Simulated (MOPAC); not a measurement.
MOPAC input (PM6):

```
PM6 1SCF UHF MS=0.5 GEO-OK AUX(PRECISION=9) THREADS=1
C3H3

C     0.11024100 1    0.06590200 1    0.32628600 1
C    -0.13743100 1   -0.05229700 1    1.54461500 1
C     0.03000600 1   -0.00054800 1   -1.11925600 1
H     0.00605400 1    0.99817200 1   -1.56053800 1
H     0.86832100 1   -0.56246300 1   -1.53665800 1
H    -0.89127500 1   -0.51405500 1   -1.41267500 1
```

From the output:

```
                                                       MOPAC v23.2.5 Linux

          FINAL HEAT OF FORMATION =        130.27278 KCAL/MOL =     545.06132 KJ/MOL

          COSMO AREA              =         86.95 SQUARE ANGSTROMS
          COSMO VOLUME            =         68.68 CUBIC ANGSTROMS

          IONIZATION POTENTIAL    =         10.448582 EV
          ALPHA SOMO LUMO (EV)    =        -10.787  1.366
          BETA  SOMO LUMO (EV)    =        -10.449 -1.186
          NO. OF ALPHA ELECTRONS  =          8
          NO. OF BETA  ELECTRONS  =          7
          MOLECULAR WEIGHT        =         39.0567         POINT GROUP:  Cs

          MOLECULAR DIMENSIONS (Angstroms)

            Atom       Atom       Distance
            H     5    C     2     3.28117
            H     4    H     6     1.75554
            H     4    C     2     1.42582

          SCF CALCULATIONS        =          1

   ATOM   CHEMICAL          X               Y               Z
  NUMBER   SYMBOL      (ANGSTROMS)     (ANGSTROMS)     (ANGSTROMS)

     1       C          0.11024100  *   0.06590200  *   0.32628600  *
     2       C         -0.13743100  *  -0.05229700  *   1.54461500  *
     3       C          0.03000600  *  -0.00054800  *  -1.11925600  *
     4       H          0.00605400  *   0.99817200  *  -1.56053800  *
     5       H          0.86832100  *  -0.56246300  *  -1.53665800  *
     6       H         -0.89127500  *  -0.51405500  *  -1.41267500  *

                             CARTESIAN COORDINATES

   1    C        0.110241000     0.065902000     0.326286000
   2    C       -0.137431000    -0.052297000     1.544615000
   3    C        0.030006000    -0.000548000    -1.119256000
   4    H        0.006054000     0.998172000    -1.560538000
   5    H        0.868321000    -0.562463000    -1.536658000
   6    H       -0.891275000    -0.514055000    -1.412675000

           Empirical Formula: C3 H3  =     6 atoms

      MOLECULAR POINT GROUP   :   Cs

          ALPHA EIGENVALUES
 -27.18559 -24.57461 -16.57422 -14.85445 -14.75858 -12.45775 -10.79031 -10.78709
   1.36552   1.50728   4.26351   5.32289   5.41027   5.90495   6.60388

           BETA EIGENVALUES
 -27.17288 -24.19318 -16.01470 -14.90385 -14.77255 -10.52988 -10.44858  -1.18627
   1.75724   1.89436   4.33059   5.31096   5.40450   5.95888   6.63691

              NET ATOMIC CHARGES AND DIPOLE CONTRIBUTIONS

  ATOM NO.   TYPE          CHARGE      No. of ELECS.   s-Pop       p-Pop
    1          C          -0.139456        4.1395     1.14487     2.99458
    2          C           0.013792        3.9862     1.27630     2.70991
    3          C          -0.379496        4.3795     1.06273     3.31676
    4          H           0.169344        0.8307     0.83066
    5          H           0.169344        0.8307     0.83066
    6          H           0.166472        0.8335     0.83353
 DIPOLE           X         Y         Z       TOTAL
 POINT-CHG.    -0.139    -0.103    -1.725     1.734
 HYBRID         0.086     0.052     0.271     0.289
 SUM           -0.053    -0.051    -1.454     1.456

          ATOMIC ORBITAL ELECTRON POPULATIONS

     Atom    s        px        py        pz
    1  C   1.14487   1.01301   1.03752   0.94405
    2  C   1.27630   0.95706   0.96701   0.78584
    3  C   1.06273   1.17303   1.17218   0.97156
    4  H   0.83066
    5  H   0.83066
    6  H   0.83353

                    (SZ)    =    0.500000
                    (S**2)  =    0.844821

          ATOMIC ORBITAL SPIN POPULATIONS

    Atom   Total    s     px     py     pz
         Atomic
    1  C -0.3864 -0.015 -0.173 -0.203  0.005
    2  C  1.3452  0.351  0.211  0.220  0.562
    3  C  0.0648  0.007  0.003  0.003  0.051
    4  H -0.0070 -0.007
    5  H -0.0070 -0.007
    6  H -0.0096 -0.010

 **********************
 *                    *
 * JOB ENDED NORMALLY *
 *                    *
 **********************

 == MOPAC DONE ==
```

The geometry given is a B3LYP-D3(BJ)/def2-TZVP minimum.
